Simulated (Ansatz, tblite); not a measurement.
Cost and result up the ladder for Si(CN)H3 (CH₃NSi) (6 atoms). Total charge 0; singlet. Geometry: PBE0-D4/def2-TZVP.

Cartesian coordinates in Å:
```
Si -0.044 0.078 0.579
C 0.098 -0.170 -1.247
N 0.182 -0.321 -2.386
H -0.889 1.272 0.800
H 1.322 0.278 1.108
H -0.669 -1.137 1.145
```

Ansatz on 4 threads of Intel Xeon on a shared host; xTB runs through tblite on one thread. Times are rough, summed over both states, and most runs start from the orbitals of an earlier one. No level here is sound enough to serve as a yardstick. The other state is a doublet.

The xTB rows come from tblite. Correlated methods freeze 7 core orbitals. In CCSD on the charge 1 doublet the largest single amplitude is 0.28, so its Hartree–Fock determinant may place the open shell otherwise than the density functionals do.

Run but left out: HF/def2-TZVPP, MP2/def2-TZVPP (charge +1 doublet: a determinant that CCSD turns far, T1 0.053); PBE-D4/def2-TZVP (charge +1 doublet: an occupied level 0.01 eV above an empty one).

Correlated methods converge slowly with the basis.

Raw xTB energies of ions are shifted by several eV.

```tsv
level	functions	vertical IE (eV)	remarks
GFN1-xTB	23	16.05	–
GFN2-xTB	20	14.95	–
r2SCAN-D4/def2-TZVP (with forces)	117	12.04	–
CCSD(T)/def2-TZVPP	146	12.70	large T1 (0.053) (+1 doublet)
```

(1) Estimate how long each takes.

Answers

(1) GFN1-xTB 0.013 s; GFN2-xTB 0.013 s; r2SCAN-D4/def2-TZVP (with forces) 5.8 s; CCSD(T)/def2-TZVPP 33 s. On shared hardware such times vary by a factor of up to 3.
